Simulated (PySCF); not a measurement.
PySCF input (M06-2X/6-31G* (5d)):

```python
from pyscf import gto, dft

mol = gto.M(
    atom='''
    Si    0.13481390   -0.00182868    0.00000152
    H    -0.95884006   -1.10354087    0.01036727
    H    -0.92855461    1.12914243   -0.01038861
    ''',
    basis='6-31g*',
    charge=-1,
    spin=1,
    verbose=4,
)

mf = dft.UKS(mol, xc='m062x')
mf.grids.level = 4
mf.conv_tol = 1e-9
mf.max_cycle = 100
mf.max_memory = 1500
mf.kernel()
if not mf.converged:
    mf = mf.newton()
    mf.kernel(mf.make_rdm1())
mo, _, stable, _ = mf.stability(return_status=True)
if not stable:
    mf.kernel(mf.make_rdm1(mo, mf.mo_occ))
    stable = mf.stability(return_status=True)[2]
mf.dip_moment()
```

Problem. What final total energy does it give?

Solution. -290.58447 Eh.
